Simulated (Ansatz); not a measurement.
How far each method lies from UCCSDT(Q) for [OH···H···Si], triplet

Geometry: a point of a hydrogen-transfer path between rigid fragments, not a stationary point.

```xyz
4

O    -1.1097   -0.2316    0.0000
H    -1.3590    0.6949    0.0000
H     0.5143   -0.2316    0.0000
Si    1.9543   -0.2316    0.0000
```

Basis cc-pVTZ; Ansatz 0.2.0. Correlated methods freeze the noble-gas cores, which leaves 12 electrons in 86 orbitals. R marks a restricted (for open shells ROHF) determinant, U an unrestricted one. Active spaces: pair = (4e, 4o) about the gap; valence = (12e, 10o) chosen from the atoms' valence shells.

Full CI isn't at hand for all of this; UCCSDT(Q) serves as the reference, and is uncertain by about the last step of the cluster series. The frozen core follows each run's orbitals, which can shift R against U totals by a few meV.

For open shells CISD is restricted-active-space CI with the open shells as a complete middle space.

The UHF ⟨S²⟩ is 2.115, the T1 diagnostic (RCCSD) is 0.0417 and the largest doubles amplitude (RCCSD) is 0.075. The T1 diagnostic (UCCSD) is 0.0350.

```tsv
level	E − E(UCCSDT(Q)) (meV)	share of correlation (%)	wall time
RHF	9717	0.00	–
RMP2	1373	85.87	–
UMP2	1395	85.65	–
CISD	1209	87.55	28 s
RCCSD	359	96.31	–
UCCSD	351	96.39	–
RCCSD(T)	61	99.37	3.8 min
UCCSD(T)	62	99.37	2.2 min
BCCD(T)	55	99.43	16 s (H100)
RCCSDT	18	99.82	–
UCCSDT	16	99.84	–
RCCSDT(Q)	3	99.97	63 s (H100)
CASSCF (valence space)	8001	17.67	–
NEVPT2 (valence space)	1552	84.03	7.5 s (H100)
```

The correlation energy at UCCSDT(Q), counted from RHF, is -9.717 eV. That run took 35 s on 2 threads of AMD EPYC 7R13 with a shared H100 80 GB, shared host.

Run but not shown, since their state or frozen core can't be matched to the reference's or they repeat it: UHF, CASSCF (pair space), NEVPT2 (pair space).

Times hold each run's SCF and search for its determinant on a shared host, so for small cases they say little of a method's own cost; rows without a card ran on 1 thread of AMD EPYC 7R13.

Natural occupations of CASSCF (valence space) about the gap: 1.998 1.981 1.976 1.925 1.000 1.000 0.070 0.027 0.024; effectively unpaired electrons, Σ n²(2−n)², 2.05.
